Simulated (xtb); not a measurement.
xtb input (GFN1-xTB):

```bash
xtb mol.xyz --gfn 1 --sp --chrg -1 --uhf 0
```
mol.xyz:
```
13

C      0.72403310     1.79239507    -0.03031994
C      0.76031785     0.28052987    -0.04737150
C     -0.63355368    -0.28316512    -0.01353096
C     -0.67602212    -1.81383621    -0.02190892
H      1.72840622     2.22793654     0.06033451
H     -1.70143998    -2.20864986     0.01923879
H      0.10939338     2.26461132     0.79621000
H      0.29292530     2.20418998    -0.95768097
H     -0.13284901    -2.21272884     0.84234972
H     -0.17751014    -2.19660174    -0.91756637
H      1.29730464    -0.06782599     0.85466338
H     -1.20160135     0.07901021    -0.88680250
H     -1.26328001     0.05451668     0.86804152
```

End of the output:

```
         :::::::::::::::::::::::::::::::::::::::::::::::::::::
         ::                     SUMMARY                     ::
         :::::::::::::::::::::::::::::::::::::::::::::::::::::
         :: total energy             -13.443915801457 Eh    ::
         :: gradient norm              0.038649652130 Eh/a0 ::
         :: HOMO-LUMO gap              3.478767604300 eV    ::
         ::.................................................::
         :: SCC energy               -13.612501322045 Eh    ::
         :: -> electrostatic           0.126091953881 Eh    ::
         :: repulsion energy           0.172126085819 Eh    ::
         :: dispersion energy         -0.003540565231 Eh    ::
         :: halogen bond corr.         0.000000000000 Eh    ::
         :: add. restraining           0.000000000000 Eh    ::
         :: total charge              -1.000000000000 e     ::
         :::::::::::::::::::::::::::::::::::::::::::::::::::::

           -------------------------------------------------
          |                Property Printout                |
           -------------------------------------------------

    * Orbital Energies and Occupations

         #    Occupation            Energy/Eh            Energy/eV
      -------------------------------------------------------------
         1        2.0000           -0.4459071             -12.1338
         2        2.0000           -0.4011552             -10.9160
         3        2.0000           -0.3894061             -10.5963
         4        2.0000           -0.3491680              -9.5013
         5        2.0000           -0.3441905              -9.3659
         6        2.0000           -0.3156515              -8.5893
         7        2.0000           -0.3014261              -8.2022
         8        2.0000           -0.2912728              -7.9259
         9        2.0000           -0.2781748              -7.5695
        10        2.0000           -0.2664515              -7.2505
        11        2.0000           -0.2275434              -6.1918
        12        2.0000           -0.2112491              -5.7484
        13        2.0000           -0.0772219              -2.1013 (HOMO)
        14                          0.0506205               1.3775 (LUMO)
        15                          0.0910626               2.4779
        16                          0.1012455               2.7550
        17                          0.1122732               3.0551
Note: The following floating-point exceptions are signalling: IEEE_DENORMAL
normal termination of xtb
        18                          0.1196051               3.2546
        19                          0.1413380               3.8460
        20                          0.1567403               4.2651
        21                          0.1724340               4.6922
        22                          0.1996560               5.4329
        23                          0.3044127               8.2835
        24                          0.3608661               9.8197
       ...                                ...                  ...
        34                          0.6663891              18.1334
      -------------------------------------------------------------
                  HL-Gap            0.1278424 Eh            3.4788 eV
             Fermi-level           -0.0133007 Eh           -0.3619 eV

  Mulliken/CM5 charges         n(s)   n(p)   n(d)
     1C    -0.00321 -0.14445   0.990  3.013  0.000
     2C    -0.54808 -0.61106   1.135  3.414  0.000
     3C     0.03995 -0.06400   1.012  2.948  0.000
     4C    -0.08020 -0.22897   1.004  3.076  0.000
     5H    -0.05801 -0.00783   1.058  0.000  0.000
     6H    -0.03573  0.01411   1.036  0.000  0.000
     7H    -0.06737 -0.02097   1.067  0.000  0.000
     8H    -0.05961 -0.00936   1.060  0.000  0.000
     9H    -0.00919  0.04192   1.009  0.000  0.000
    10H    -0.01481  0.03656   1.015  0.000  0.000
    11H    -0.04877  0.00511   1.049  0.000  0.000
    12H    -0.05183  0.00233   1.052  0.000  0.000
    13H    -0.06314 -0.01338   1.063  0.000  0.000

Wiberg/Mayer (AO) data.
largest (>0.10) Wiberg bond orders for each atom

 ---------------------------------------------------------------------------
     #   Z sym  total        # sym  WBO       # sym  WBO       # sym  WBO
 ---------------------------------------------------------------------------
     1   6 C    3.972 --     2 C    1.016     5 H    0.986     8 H    0.985
                             7 H    0.964
     2   6 C    3.175 --     1 C    1.016     3 C    1.008    11 H    0.995
     3   6 C    3.962 --     2 C    1.008     4 C    1.000    12 H    0.977
                            13 H    0.956
     4   6 C    3.985 --     3 C    1.000     6 H    0.989     9 H    0.988
                            10 H    0.987
     5   1 H    1.034 --     1 C    0.986
     6   1 H    1.015 --     4 C    0.989
     7   1 H    1.007 --     1 C    0.964
     8   1 H    1.037 --     1 C    0.985
     9   1 H    1.019 --     4 C    0.988
    10   1 H    1.030 --     4 C    0.987
    11   1 H    1.021 --     2 C    0.995
    12   1 H    1.036 --     3 C    0.977
    13   1 H    1.008 --     3 C    0.956
 ---------------------------------------------------------------------------

Topologies differ in total number of bonds
Writing topology from bond orders to xtbtopo.mol

 dipole moment from electron density (au)
     X       Y       Z
  -1.1947  -0.4198   0.4315  total (Debye):    3.400

           -------------------------------------------------
          | TOTAL ENERGY              -13.443915801457 Eh   |
          | GRADIENT NORM               0.038649652130 Eh/α |
          | HOMO-LUMO GAP               3.478767604300 eV   |
           -------------------------------------------------

------------------------------------------------------------------------
------------------------------------------------------------------------
 total:
 SCF:
```

It need not be the lowest isomer of its formula. Whether it binds its extra electron was not tested at this geometry.
